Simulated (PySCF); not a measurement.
**One molecule, a ladder of functionals, a line**

Molecule: SMILES C[C@@H](F)[C@@H]1CO1, C4H7FO.

Structure with atom numbers: `[CH3:1][C@@H:2]([F:3])[C@@H:4]1[CH2:5][O:6]1`. Each H is labelled by its parent atom. Ha(C5) is cis to C2 on the ring; Hb(C5) is trans to C2 on the ring.

GIAO shieldings (ppm, equivalent atoms averaged) in PySCF 2.14.0 with density-fitted response routines on the PBE0-D3(BJ)/def2-SVP geometry, basis pcSseg-1, gas phase, non-relativistic:

```tsv
functional	exact exchange (%)	σ(C2)	σ(C4)	σ(C5)	σ(F3)
BLYP	0	76.3	120.5	126.4	369.1
BP86	0	82.3	125.5	130.9	373.0
PBE	0	82.7	125.9	131.5	370.8
B3LYP	20	83.6	126.5	132.1	383.0
PBE0	25	91.1	132.8	138.0	387.3
BHandHLYP	50	93.0	134.4	139.5	399.3
HF	100	107.9	146.7	150.9	421.3
```

Question: Fit each shielding as a line in the percentage of exact exchange.

Answer: σ(C2) = 80.5 + 0.27 x (rms 2.6 ppm); σ(C4) = 124.0 + 0.23 x (rms 2.2 ppm); σ(C5) = 129.7 + 0.21 x (rms 2.0 ppm); σ(F3) = 372.1 + 0.51 x (rms 1.9 ppm). The functionals also differ in their semilocal parts, which the line can't hold; Hartree–Fock has no correlation at all.

Question: What does the line predict for mPW1PW91 (25 %), and what does the run give?

Answer: σ(C2): 87.2 predicted, 90.4 computed; σ(C4): 129.8 predicted, 132.0 computed; σ(C5): 134.9 predicted, 137.0 computed; σ(F3): 384.9 predicted, 387.8 computed ppm.
